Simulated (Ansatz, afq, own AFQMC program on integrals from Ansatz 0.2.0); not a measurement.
# SiNH₃, singlet → SiNH3⁺, doublet, worked out

```tsv
atom	x (Å)	y (Å)	z (Å)
Si	0.0000	-0.0298	0.5045
N	0.0000	0.1142	-1.0818
H	0.0000	-1.2620	1.3427
H	0.0000	1.2045	1.3150
H	0.0000	-0.7003	-1.6823
```

Connectivity, by distances: SiH2–NH.

Both states at this geometry.

Basis cc-pVTZ. Noble-gas cores (and the filled d shells of Ga–Kr and In–Xe) are frozen. Integrals, coupled cluster, full CI and functionals: Ansatz 0.2.0; the random walks run on the same integrals in our own AFQMC program. The CISD trial takes its coefficients from CCSD amplitudes. Released means that phaseless walkers are propagated on without the constraint, phases kept. Uncertainties: one standard error, sampling alone.

Total energies in eV. CBS is CCSD(T) at the limit of def2-TZVPP/QZVPP (extrapolated itself); the highest rung of each member is named.

Cautions: SiNH₃⁺ (doublet): the released value is read at 1.50 1/Eh (meV from the phaseless value at times in 1/Eh: 1 ± 4 at 0.24, -8 ± 3 at 0.50, -16 ± 6 at 1.00, -15 ± 7 at 1.50).

```
         member  count  CCSD(T)/cc-pVTZ  highest rung in cc-pVTZ           which  CCSD(T)/CBS
SiNH₃⁺, doublet     +1       -9391.1693      -9391.2245 ± 0.0067  released AFQMC   -9392.3997
 SiNH₃, singlet     -1       -9401.0543               -9401.1037        CCSDT(Q)   -9402.4540
```

Task: Work out the best estimate of the vertical ionization energy: the CCSD(T)/CBS difference plus the step from CCSD(T) to the highest rung.

Result: Sums with the counts: CCSD(T)/CBS 10.0543 eV, highest rung 9.8792 eV, CCSD(T)/cc-pVTZ 9.8850 eV. The step is 9.8792 − 9.8850 = -0.0058 eV, so the best estimate is 10.0543 + (-0.0058) = 10.0485 eV, with sampling noise 0.007 eV. The step is under twice that noise, so its sign is open. The basis set is worth 0.169 eV of it. Zero-point, core-correlation and spin–orbit terms aren't in it. Past Ne the Hartree–Fock part of each CBS total tends to overshoot, since the cores don't follow the formula; that largely cancels in the difference.

Best estimates are given only where the step beyond CCSD(T) is under 0.3 eV and no member's determinant is very poor (T1 over 0.05, or 0.07 for open shells, ⟨S²⟩ too high by 0.3, two states mixed), so the hardest cases are missing from such tables.

CCSDT and higher add their correlation energy to the determinant of the CCSD(T) run, since their own runs factorise the integrals more tightly (a shift of under 2 meV). Each member of a difference takes its own highest rung, so a best estimate needn't equal the limit plus the step of one row. A walk keeps the symmetry of its determinant, which the program's search chose and which needn't be the lowest solution, so a lower state of the same spin and another symmetry isn't excluded. Released energies are given only where the last usable release times agree within the noise; a slower fall can still hide under it.
